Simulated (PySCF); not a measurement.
Estimate the missing entries of this data sheet.

3,4-dimethylenecyclobut-1-ene, C6H6.
SMILES: `C=C1C=CC1=C`

| property | level | value |
| --- | --- | --- |
| point group | PBE0-D3(BJ)/def2-SVP | C2v |
| rotational constants A, B, C | PBE0-D3(BJ)/def2-SVP | ? |
| dipole moment | wB97X-D/def2-SVPD | 0.70 D |
| HOMO energy | wB97X-D/def2-SVPD | ? |
| LUMO energy | wB97X-D/def2-SVPD | 0.72 eV |
| lowest singlet excitation | TDDFT wB97X-D/def2-SVPD | 5.08 eV (244 nm, f = 0.114) |
| strongest line among the 10 lowest singlet transitions | TDDFT wB97X-D/def2-SVPD | S4 at 6.40 eV (194 nm, f = 0.534) |
| lowest triplet excitation (Tamm–Dancoff) | TDA wB97X-D/def2-SVPD | 3.12 eV |
| static isotropic polarisability | wB97X-D/def2-SVPD | ? |
| vertical ionisation energy | ΔSCF wB97X-D/def2-SVPD | 8.68 eV |
| electronic spatial extent ⟨r²⟩ about the centre of nuclear charge | wB97X-D/def2-SVPD | ? |
| 13C chemical shifts (computed TMS as zero) by class | GIAO KT2/pcSseg-2 | 154.4 (2 C), 147.7 (2 C), 93.1 (2 C) ppm |
| 1H chemical shifts (computed TMS as zero) by class | GIAO KT2/pcSseg-2 | ? |
| largest of the computed one-bond spin–spin couplings (means over like bonds) | B3LYP/pcJ-1, spin–dipole term left out | 13C–1H +184.7 (×2), 13C–1H +170.5 (×2), 13C–1H +170.4 (×2), 13C–13C +83.0 (×2), 13C–13C +61.1, 13C–13C +46.3 (×2), 13C–13C +43.5 Hz |

The electronic properties come from PySCF, for the isolated species, density fitting.

Q: The static isotropic polarisability?

A: 75.3 au.

Q: Give the rotational constants A, B, C.

A: 5.589, 4.262, 2.418 GHz.

Q: Give the 1H chemical shifts (computed TMS as zero) by class.

A: 7.06 (2 H), 4.73 (2 H), 4.65 (2 H) ppm.

Q: What is the electronic spatial extent ⟨r²⟩ about the centre of nuclear charge?

A: 527 bohr².

Q: Give the HOMO energy.

A: -8.50 eV.

With B = h/(8π²I), that is 505.379 GHz u Å² over I, the principal moments of inertia are 90.4, 118.6 and 209.0 u Å² (most abundant isotopes). The dipole equals about 2.3 × 10⁻³⁰ C·m (1 D = 3.33564 × 10⁻³⁰ C·m). The rotational constants make it an asymmetric top with κ = (2B − A − C)/(A − C) = 0.16, nearer the oblate limit (+1). The polarisability is 11.15 Å³ as a volume (1 au = 0.148185 Å³), or 1.79 au for each of the 42 electrons. A dipole of 0.70 D is allowed in C2v, and pure rotational transitions are dipole-allowed. No computed singlet falls in the visible range (750 to 380 nm, 1.65 to 3.26 eV); S1 lies 1.82 eV above its blue end.

For the geometry optimisation (PBE0-D3(BJ)/def2-SVP), hardware: an x86-64 server with one thread, shared host. Cost: 55 s wall, 47 s CPU.
